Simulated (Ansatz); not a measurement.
Take BAs in the zinc blende structure (space group F-43m, No. 216; a = 4.809 Å) as the base.

Method: PBE (Ansatz, a first-principles code; PAW; 420 eV plane waves; no SOC), earlier PAW set.

```csv
level,lattice parameter a
PBE,4.809 Å
```

Measured: lattice parameter a 4.777 Å (room temperature; as listed in M J Lucero, T M Henderson, G E Scuseria, Journal of Physics Condensed Matter (2012)).

Computed minus measured — lattice parameter a: PBE +0.7 %. Measured values not marked as corrected hold thermal and zero-point effects that the static-lattice runs lack.

No phonon test of stability was made.
